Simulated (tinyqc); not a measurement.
Worked calculation: ROHF in the sto-3g basis, for BH2, spin multiplicity 2. This run ends on a higher stationary point, not on the lowest solution. Computed by tinyqc, a small Python program that keeps every step (integrals from PySCF). Settings: charge = 0, multiplicity = 2, basis = sto-3g, energy threshold = 1e-10, iteration cap = 65, orthogonalisation = symmetric, start = core, DIIS depth = 0, method = ROHF. Command: `OMP_NUM_THREADS=1 python tinyqc.py 30008 30009 out.jsonl` (the two numbers bound the seeds that draw the settings). One thread of a shared host (Intel(R) Xeon(R) Processor @ 2.60GHz), about 0.08 s of CPU time with the checks.

Geometry (angstrom):
```
atom,x,y,z
B,0.00000,0.00000,0.00000
H,0.00000,1.07100,0.35000
H,0.00000,-1.13100,0.37000
```

Stop when the energy changes by less than 1e-10 hartree and every element of the error matrix X^T (F D S - S D F) X is below 3e-06.

Course of the cycle:
```
iteration,E (hartree),change,largest element of the error matrix
1,-24.1155521,-,7.63e-01
2,-25.3495017,-1.23e+00,6.33e-02
3,-25.3598479,-1.03e-02,2.02e-02
4,-25.3606850,-8.37e-04,6.44e-03
5,-25.3607760,-9.10e-05,2.07e-03
6,-25.3607861,-1.01e-05,6.74e-04
7,-25.3607872,-1.14e-06,2.21e-04
8,-25.3607874,-1.35e-07,8.40e-05
9,-25.3607874,-1.74e-08,3.39e-05
10,-25.3607874,-2.61e-09,1.44e-05
11,-25.3607874,-4.71e-10,6.42e-06
12,-25.3607874,-1.01e-10,3.12e-06
13,-25.3607874,-2.41e-11,1.61e-06
```

Can the last value be used, and what does the course show?

No, though the log alone does not show it. Converged in 13 iterations. But the solution lies 0.03998 hartree above the reference: it is another stationary point, not the lowest one. Reruns (cap 100 unless said): DIIS 8: converged in 9 to a higher stationary point; atomic densities as start, DIIS 8: converged in 8. PySCF ROHF in the same basis = -25.4007651 hartree.
